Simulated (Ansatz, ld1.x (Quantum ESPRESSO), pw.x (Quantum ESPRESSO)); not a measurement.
H: does the PAW potential hold in the solid?

| Item | Value |
| --- | --- |
| Element | hydrogen (H) |
| Generator | ld1.x (Quantum ESPRESSO) 7.5 |
| Type | PAW |
| Functional | LDA (PW92) |
| Relativity | scalar-relativistic |
| Frozen core | none |
| Valence charge | 1 |
| Reference configuration | 1s1 |
| Partial waves | 1s (bound): rcut 1.10, rcutus 1.40 bohr; 1s channel at 1.4 Ry: rcut 1.10, rcutus 1.40 bohr; 2p channel at 0.45 Ry: rcut 1.20, rcutus 1.40 bohr; 2p channel at 2.35 Ry: rcut 1.20, rcutus 1.40 bohr |
| Local potential | all-electron potential smoothed inside 1.15 bohr (lloc = -1) |
| Core correction | none |
| Augmentation charge | PSQ, inside the norm-conserving radii |

Atomic tests: cutoffs needed: 15 Ry and 21 Ry (the cutoffs (Ry, on a coarse ladder) from which the occupation-weighted sum of valence levels, in a spherical-Bessel basis at the reference potential, stays within 10 and 1 mRy of its value at 400 Ry); ghost test: no extra level below or beside the all-electron valence levels (s, p, d, f tested) (spherical-Bessel basis up to 400 Ry, 20 bohr box); lowest eigenvalue of the overlap operator: 0.94 (s channel).

Crystal test: sc H in pw.x 7.5, no spin, 18³ k-points, Fermi–Dirac smearing 0.01 Ry, cutoffs 40/320 Ry. The reference is all-electron LAPW (Ansatz 0.2.0) with the same functional, mesh and smearing; V0 and B0 come from Birch–Murnaghan fits to the pressures at five volumes. Errors are pseudo minus all-electron; Δ is the rms difference of the E(V) curves that follow from these fits, minima aligned, over ±6 % about the mean V0. Mesh and smearing are coarse, so the numbers serve the comparison and aren't converged zero-temperature values; the lattice is a test structure that the element need not adopt.

All-electron: a0 = 1.446 Å (V0 = 3.02 Å³/atom), B0 = 108.1 GPa.

Problem. How far does the potential miss the all-electron equation of state?

Solution. mean pressure error (GPa): +0.14; a0 (Å): 1.447; a0 error (%): +0.04; B0 error (%): +0.2; Δ (meV/atom): 0.1.

| V (Å³/atom) | P all-electron (GPa) | P pseudo (GPa) |
| --- | --- | --- |
| 2.841 | 7.52 | 7.69 |
| 2.915 | 4.24 | 4.39 |
| 2.990 | 1.28 | 1.42 |
| 3.065 | -1.38 | -1.26 |
| 3.139 | -3.78 | -3.68 |

Problem. At the middle volume, how do free energy and pressure move when the wave cutoff is lowered (ecutrho held at 320 Ry)?

Solution.

| cutoff (Ry) | shift of F (meV/atom) | shift of P (GPa) |
| --- | --- | --- |
| 18 | +22.1 | -4.37 |
| 24 | +3.0 | -0.81 |
| 32 | +0.3 | -0.06 |

The run at the middle volume (220 k-points, 7 iterations) took about 1.2 s on one core of a shared host (Neoverse-V2, 96 threads, 742 GiB, load 23).
